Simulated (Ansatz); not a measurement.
**SiH3S (doublet): from Hartree-Fock to the top rungs at a displaced geometry (v2), cc-pVDZ**

Aim: climb from Hartree-Fock through coupled cluster for SiH3S (doublet) at one geometry and basis, and see what each rung misses.

Method: cc-pVDZ, core rule «outside noble gas», up to 10 orbitals frozen; program: Ansatz 0.2.0, Gaussian basis.

To be run: UHF; CCSD(T) on ROHF; CCSD(T) on UHF; BCCD(T) on ROHF; CISD; CCSDT(Q) on ROHF; CCSDT(Q) on UHF.

22 further runs of the same task are left out: 1 for a known fault of the program, 7 that didn't finish, 14 set aside as unsound or not needed.

## 1. The system

The geometry is a PBE0/def2-TZVP stationary point (not a proven minimum) with its atoms shifted at random (size 0.100 Å).

5 atoms, charge 0, spin multiplicity 2.

Atoms are counted from 1 here; the program's logs count them from 0.

Bond lengths: Si1–S2 2.116 Å, Si1–H3 1.470 Å, Si1–H4 1.525 Å, Si1–H5 1.591 Å. Angles: S2–Si1–H3 103.4°, S2–Si1–H4 116.3°, S2–Si1–H5 103.7°, H3–Si1–H4 114.8°, H3–Si1–H5 109.5°, H4–Si1–H5 108.4°.

## 2. UHF

in.yaml

```yaml
crystal:
  periodic: [false, false, false]
  atoms:
    - {symbol: Si, position_ang: [0.086901, -0.001232, 1.047940]}
    - {symbol: S, position_ang: [-0.077974, 0.002819, -1.061161]}
    - {symbol: H, position_ang: [-0.001265, 1.423202, 1.398489]}
    - {symbol: H, position_ang: [1.293376, -0.729779, 1.631207]}
    - {symbol: H, position_ang: [-1.233003, -0.748765, 1.528323]}
basis:
  gaussian: {orbitals: cc-pVDZ}
magnetization: {spin_polarized: true, initial_magnetization: 1}
hamiltonian: {xc: hf}
output: {orbitals: {seedname: orbitals}}
```

Run with:

```
$ ansatz run in.yaml --threads 1 --pin off --events-out ev --progress --plain --max-ram 2393MiB
```

After this run come: CCSD(T) on ROHF; CCSD(T) on UHF; BCCD(T) on ROHF; CISD; CCSDT(Q) on ROHF; CCSDT(Q) on UHF.

Q: Predict the results of all the runs planned. Wanted: UCCSDT(Q) below the RHF energy; RMP2 from UCCSDT(Q); UMP2 from UCCSDT(Q); RCCSD from UCCSDT(Q); RCCSD(T) from UCCSDT(Q); UCCSD(T) from UCCSDT(Q); RCCSDT(Q) from UCCSDT(Q); T1 diagnostic.

As calculated:

```
                         quantity                                                   value
   UCCSDT(Q) below the RHF energy                                              -7.0964 eV
              RMP2 from UCCSDT(Q)                                           +124.8 kJ/mol
              UMP2 from UCCSDT(Q)                                           +126.2 kJ/mol
             RCCSD from UCCSDT(Q)                                            +18.9 kJ/mol
          RCCSD(T) from UCCSDT(Q)                                             +3.7 kJ/mol
          UCCSD(T) from UCCSDT(Q)                                             +3.7 kJ/mol
         RCCSDT(Q) from UCCSDT(Q)                                             +0.1 kJ/mol
levels within 1 kcal/mol (43 meV)  RCCSD(T), UCCSD(T), BCCD(T), RCCSDT, UCCSDT, RCCSDT(Q)
                    T1 diagnostic                                                   0.018
```

RCCSD(T) misses by +3.7 kJ/mol, 0.5 % of the correlation energy. These misses are within one basis, not against nature; the frozen cores of restricted and unrestricted runs differ, which can shift their rows.
